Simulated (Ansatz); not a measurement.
# FH3OSi: the cost of one run

Method: RKS BHLYP/def2-mTZVP, in Ansatz 0.2.0.

### Step 1. The system as given

Bond lengths: Si1–F2 1.790 Å, Si1–H3 1.660 Å, Si1–H4 1.459 Å, Si1–O5 1.679 Å, O5–H6 1.010 Å. Angles: F2–Si1–H3 43.3°, F2–Si1–H4 122.7°, F2–Si1–O5 122.7°, H3–Si1–H4 122.2°, H3–Si1–O5 122.2°, H4–Si1–O5 109.5°, Si1–O5–H6 109.5°.

Coordinates:

```xyz
6

Si    0.0000    0.0000    0.0000
F     0.9996    0.0000    1.4848
H     1.6189    0.0000    0.3673
H    -0.6877    1.1914   -0.4862
O    -0.7913   -1.3709   -0.5594
H    -1.2459   -1.8365    0.2129
```

### Step 2. Pulling towards end A

Springs on the bonds that form and break draw the guess towards this end; the thresholds are loose.

input.yaml reads:

```yaml
crystal:
  periodic: [false, false, false]
  atoms:
    - { symbol: Si, position_ang: [0.0, 0.0, 0.0] }
    - { symbol: F, position_ang: [0.9996, 0.0, 1.4848] }
    - { symbol: H, position_ang: [1.6189, 0.0, 0.3673] }
    - { symbol: H, position_ang: [-0.6877, 1.1914, -0.4862] }
    - { symbol: O, position_ang: [-0.7913, -1.3709, -0.5594] }
    - { symbol: H, position_ang: [-1.2459, -1.8365, 0.2129] }
basis:
  gaussian: { orbitals: def2-mTZVP }
hamiltonian:
  xc: { name: BHLYP }
relax:
  f_tol: 0.15
  max_steps: 25
  restrain:
    - { distance: [1, 2], at: 2.12, k: 30.0 }
    - { distance: [0, 1], at: 1.59, k: 30.0 }
    - { distance: [0, 2], at: 1.46, k: 30.0 }
```

Run with:

```
$ ansatz run input.yaml --threads 1 --pin off --max-ram 2048MiB --backend cpu --events-out ev --progress --plain --runs-dir out
```

**Question.** How long does this run take on 1 thread of AMD EPYC 9R45 (Zen 5), shared host, and how much memory does it need?

About 5.8 s, with a peak of 0.15 GiB.
